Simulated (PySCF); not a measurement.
An unknown is described by computed data only.

Formula: C4H5N.

* UV, strongest line: among the 10 lowest singlet transitions: S2 at 5.63 eV (220 nm, f = 0.302) [TDDFT PBE0/def2-SVPD]
* Triplet: lowest triplet excitation (Tamm–Dancoff): 3.23 eV [TDA PBE0/def2-SVPD]
* Polarisability: 55.4 au [PBE0/def2-SVPD]
* Rotational structure: rotational constants A, B, C: 16.618, 3.615, 3.031 GHz [PBE0-D3(BJ)/def2-SVP]
* Couplings: largest of the computed one-bond spin–spin couplings (means over like bonds): 13C–1H +185.9 (×2), 13C–1H +172.0, 13C–1H +171.9, 13C–1H +169.9, 13C–13C +82.2, 13C–13C +77.3, 13C–13C +33.6, 15N–13C +13.3 Hz [B3LYP/pcJ-1, spin–dipole term left out for some pairs]
* UV, first state: lowest singlet excitation: 4.44 eV (279 nm, f = 0.000) [TDDFT PBE0/def2-SVPD]
* Valence photoelectron: vertical ionisation energy: 9.78 eV [ΔSCF PBE0/def2-SVPD]
* 13C NMR: chemical shifts (computed TMS as zero) by class: 183.1 (1 C), 144.4 (1 C), 131.9 (1 C), 17.4 (1 C) ppm [GIAO HF/pcSseg-2]
* 1H NMR: chemical shifts (computed TMS as zero) by class: 7.22 (1 H), 6.55 (1 H), 6.40 (1 H), 1.62 (2 H) ppm [GIAO HF/pcSseg-2]
* NMR, other nuclei: isotropic shieldings of nuclei other than C and H, by class: -70 (1 N) ppm [GIAO HF/pcSseg-2]

Gas-phase values; electronic properties from PySCF, density fitting. Levels stand in brackets. Isolated species at its PBE0-D3(BJ)/def2-SVP geometry (one conformer only). Each NMR value is the plain mean over a class of atoms that symmetry, rotation or inversion makes alike.

**Question.** Give a SMILES that accounts for the data.

**Answer.** Numbering: `[CH2:1]=[CH:2][C:3]1=[N:4][CH2:5]1`. Its formula, C4H5N, gives 3 degrees of unsaturation: 1 ring and 2 π bonds in the structure found. 4 carbons fall into 4 classes; from least to most shielded: C=N carbon [C3] (183.1 ppm), terminal =CH2 carbon [C1] (144.4 ppm), alkene CH carbon [C2] (131.9 ppm), ring sp3 carbon bound to nitrogen [C5] (17.4 ppm). Hydrogen classes from least to most shielded: 1 H on an alkene CH carbon, C2 (7.22 ppm), 1 H on a terminal =CH2 carbon, C1 (6.55 ppm), 1 H on a terminal =CH2 carbon, C1 (6.40 ppm), 2 H on an sp3 carbon bound to nitrogen, C5 (1.62 ppm). The other shieldings belong to: -70 ppm, C=N nitrogen [N4]. The couplings run between: +185.9 Hz, sp3 carbon bound to nitrogen [C5] and its hydrogen (with 1 like pair); +172.0 Hz, alkene CH carbon [C2] and its hydrogen; +171.9 Hz, terminal =CH2 carbon [C1] and its hydrogen; +169.9 Hz, terminal =CH2 carbon [C1] and its hydrogen; +82.2 Hz, alkene CH carbon [C2] and C=N carbon [C3]; +77.3 Hz, terminal =CH2 carbon [C1] and alkene CH carbon [C2]; +33.6 Hz, C=N carbon [C3] and sp3 carbon bound to nitrogen [C5]; +13.3 Hz, C=N nitrogen [N4] and sp3 carbon bound to nitrogen [C5]. S1 is mainly HOMO−1→LUMO (weight 0.98); the largest Löwdin shares of the orbital it empties are 0.42 on the C=N nitrogen, 0.29 on the sp3 carbon bound to nitrogen, 0.19 on the C=N carbon and 0.04 on the alkene CH carbon, of the orbital it fills 0.31 on the terminal =CH2 carbon, 0.22 on the C=N nitrogen, 0.19 on the alkene CH carbon and 0.16 on the C=N carbon. The first electron is taken from the HOMO, whose largest Löwdin shares are 0.29 on the C=N nitrogen, 0.20 on the terminal =CH2 carbon, 0.15 on the alkene CH carbon and 0.12 on the C=N carbon. The optimised geometry has point group Cs and is an asymmetric top. Structure: `C(=C)C1CN=1`. Computed isomers that give other values at the same levels: `C#C/C=N/C` (13C chemical shifts (computed TMS as zero) by class: 153.5 (1 C), 88.9 (1 C), 77.8 (1 C), 48.0 (1 C) ppm); `c1cc[nH]c1` (rotational constant A: 9.191 GHz; this holds for the one conformer computed); `[H]/N=C/C=C=C` (rotational constant A: 36.444 GHz; this holds for the one conformer computed). The assignments are read from this structure; whether some other isomer fits the data as well wasn't checked.

The values belong to the conformer `[CH2:1]=[CH:2][C:3]1=[N:4][CH2:5]1`: C1–C2–C3–N4 180°.
